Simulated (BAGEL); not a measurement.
# CH3NO (formaldoxime): a chain of runs

Aim: a single-point energy (HF/cc-pVDZ), then the energy (NEVPT2(2,2)/cc-pVDZ) of CH3NO (formaldoxime). 

The results are computed with BAGEL 1.2.2.

4 further runs of the same task are left out: 2 that didn't finish, 2 set aside as unsound or not needed.

**1. The molecule**

The species is CH3NO (6 atoms), meant as a singlet with charge 0. As SMILES, `C=NO`. All atoms were displaced at random from a relaxed shape.

Bond lengths: C1–N2 1.289 Å, N2–O3 1.188 Å, C1–H4 1.225 Å, C1–H5 1.062 Å, O3–H6 0.975 Å. Angles: C1–N2–O3 101.8°, N2–C1–H4 108.7°, N2–C1–H5 139.1°, N2–O3–H6 111.9°, H4–C1–H5 110.9°.

**2. The energy at HF/cc-pVDZ (density fitting with cc-pvdz-jkfit) (run 1)**

calc.json

```json
{ "bagel": [

{
  "title": "molecule",
  "basis": "cc-pvdz.json",
  "df_basis": "cc-pvdz-jkfit",
  "angstrom": false,
  "geometry": [
    { "atom": "C", "xyz": [    -0.93415965,     0.56664383,    -0.99060955 ] },
    { "atom": "N", "xyz": [    -0.07712539,    -1.22244115,     0.42293393 ] },
    { "atom": "O", "xyz": [     1.77927541,    -0.28972336,     1.27161750 ] },
    { "atom": "H", "xyz": [    -2.90787088,    -0.14135718,    -1.96960674 ] },
    { "atom": "H", "xyz": [    -0.65219551,     2.53031682,    -1.28895006 ] },
    { "atom": "H", "xyz": [     2.67465411,    -1.44127711,     2.39754845 ] }
  ]
},

{ "title": "hf" },

{ "title": "print", "file": "orbitals.molden", "orbitals": true }

]}
```

The basis set cc-pVDZ is read from a file made from the Basis Set Exchange's data (not shown).

Started as:

```sh
BAGEL_NUM_THREADS=1 BAGEL calc.json > calc.out
```

Standard output:

```text
* using 1 threads per process

  ===============================================================
  ===============================================================

  *** Geometry ***

  { "atom" : "C", "xyz" : [     -0.934160,      0.566644,     -0.990610 ] },
  { "atom" : "N", "xyz" : [     -0.077125,     -1.222441,      0.422934 ] },
  { "atom" : "O", "xyz" : [      1.779275,     -0.289723,      1.271618 ] },
  { "atom" : "H", "xyz" : [     -2.907871,     -0.141357,     -1.969607 ] },
  { "atom" : "H", "xyz" : [     -0.652196,      2.530317,     -1.288950 ] },
  { "atom" : "H", "xyz" : [      2.674654,     -1.441277,      2.397548 ] },

  Number of auxiliary basis functions:      279

  Since a DF basis is specified, we compute 2- and 3-index integrals:
    o Being stored without compression. Storage requirement is 0.007 GB

  Number of basis functions:       57
  Number of electrons      :       24

    * METHOD: MOLECULE                             0.05

  *** RHF ***

  === Nuclear Repulsion ===
    75.7552701520

      * DIIS with orbital gradients will be used.

  === RHF iteration (cc-pvdz.json) ===
      0       -168.66257414          0.01760058           0.01
      1       -168.75527484          0.01066031           0.01
      2       -168.78330507          0.00208183           0.01
      3       -168.78487768          0.00074423           0.01
      4       -168.78504924          0.00022287           0.01
      5       -168.78507793          0.00010232           0.01
      6       -168.78508467          0.00005021           0.01
      7       -168.78508657          0.00001290           0.01
      8       -168.78508670          0.00000632           0.01
      9       -168.78508672          0.00000189           0.01
     10       -168.78508672          0.00000052           0.01
     11       -168.78508672          0.00000029           0.01
     12       -168.78508672          0.00000008           0.01
     13       -168.78508672          0.00000003           0.01
     14       -168.78508672          0.00000002           0.01
     15       -168.78508672          0.00000001           0.01
    * SCF iteration converged.

    * Permanent dipole moment:
           (   -0.378716,    -0.103933,    -0.300896) a.u.

    * METHOD: HF                                   0.21

    * METHOD: PRINT                                0.01

  ===============================================================
```

It took 0.48 s on 1 thread of Intel Xeon Platinum 8488C (Sapphire Rapids), shared host.

**3. The energy at NEVPT2(2,2)/cc-pVDZ (density fitting with cc-pvdz-jkfit, 2 states averaged) (run 2)**

calc.json

```json
{ "bagel" : [

{
  "title" : "molecule",
  "basis" : "cc-pvdz.json",
  "df_basis" : "cc-pvdz-jkfit",
  "geometry" : [
    { "atom" : "C", "xyz" : [    -0.93415965,     0.56664383,    -0.99060955 ] },
    { "atom" : "N", "xyz" : [    -0.07712539,    -1.22244115,     0.42293393 ] },
    { "atom" : "O", "xyz" : [     1.77927541,    -0.28972336,     1.27161750 ] },
    { "atom" : "H", "xyz" : [    -2.90787088,    -0.14135718,    -1.96960674 ] },
    { "atom" : "H", "xyz" : [    -0.65219551,     2.53031682,    -1.28895006 ] },
    { "atom" : "H", "xyz" : [     2.67465411,    -1.44127711,     2.39754845 ] }
  ]
},

{
  "title" : "hf",
  "charge" : 0
},

{
  "title" : "casscf",
  "nstate" : 2,
  "nact" : 2,
  "nclosed" : 11,
  "charge" : 0,
  "nspin" : 0,
  "active" : [12, 13],
  "maxiter" : 200,
  "natocc" : true
},

{
  "title" : "nevpt2",
  "nstate" : 2,
  "nact" : 2,
  "nclosed" : 11,
  "charge" : 0,
  "nspin" : 0,
  "active" : [12, 13],
  "maxiter" : 200,
  "natocc" : true,
  "ncore" : 3,
  "istate" : 0
}

]}
```

The basis set cc-pVDZ is read from a file made from the Basis Set Exchange's data (not shown).

Started as:

```sh
BAGEL_NUM_THREADS=1 BAGEL calc.json > calc.out
```

Standard output:

```text
* using 1 threads per process

  ===============================================================
  ===============================================================

  *** Geometry ***

  { "atom" : "C", "xyz" : [     -0.934160,      0.566644,     -0.990610 ] },
  { "atom" : "N", "xyz" : [     -0.077125,     -1.222441,      0.422934 ] },
  { "atom" : "O", "xyz" : [      1.779275,     -0.289723,      1.271618 ] },
  { "atom" : "H", "xyz" : [     -2.907871,     -0.141357,     -1.969607 ] },
  { "atom" : "H", "xyz" : [     -0.652196,      2.530317,     -1.288950 ] },
  { "atom" : "H", "xyz" : [      2.674654,     -1.441277,      2.397548 ] },

  Number of auxiliary basis functions:      279

  Since a DF basis is specified, we compute 2- and 3-index integrals:
    o Being stored without compression. Storage requirement is 0.007 GB

[... 18 lines left out ...]
    * SCF iteration converged.
[... 1 line left out ...]
    * Permanent dipole moment:
[... 27 lines left out ...]
    * Second-order optimization converged. *
[... 4 lines left out ...]
  === FCI iteration ===

      0  0      -168.77889230     1.11e-02      0.00
      0  1      -168.54104716     6.24e-04      0.00

      1  0 *    -168.77971731     1.15e-16      0.00
      1  1 *    -168.54105153     1.84e-16      0.00

     * ci vector, state   0, <S^2> = 0.0000
       2.     0.9949176817
       ab     0.0661415645
       ba     0.0661415645

     * ci vector, state   1, <S^2> = 0.0000
       ab    -0.7040066004
       ba    -0.7040066004
       2.     0.0934727203

    * METHOD: CASSCF                               0.83

    * freezing 3 orbitals

  === DF-NEVPT2 calculation ===

    * 3-index integral transformation done
    * assembly done

      NEVPT2 state 0 correlation energy:   -0.4971050889      0.05

          (+0)     -0.3072562897
          (+0)'    -0.0253722671
          (+1)     -0.0558096888
          (+1)'    -0.0048683292
          (+2)     -0.0123599035
          (-1)     -0.0793100333
          (-1)'    -0.0021477373
          (-2)     -0.0099808400

      NEVPT2 state 0 total energy:       -169.2768223948

    * METHOD: NEVPT2                               0.08

  ===============================================================
```

Run time: 1.4 s. Hardware: 1 thread of Intel Xeon Platinum 8488C (Sapphire Rapids), shared host.

**4. Summary of results**

| quantity | value |
| --- | --- |
| run 1, HF/cc-pVDZ: total energy | -168.78509 Eh |
| run 1, HF/cc-pVDZ: dipole moment | 1.26 D |
| run 1, HF/cc-pVDZ: HOMO energy | -9.60 eV |
| run 1, HF/cc-pVDZ: LUMO energy | 4.54 eV |
| run 1, HF/cc-pVDZ: HOMO–LUMO gap | 14.14 eV |
| run 2, NEVPT2(2,2)/cc-pVDZ: energy of root 0 | -169.27682 Eh |
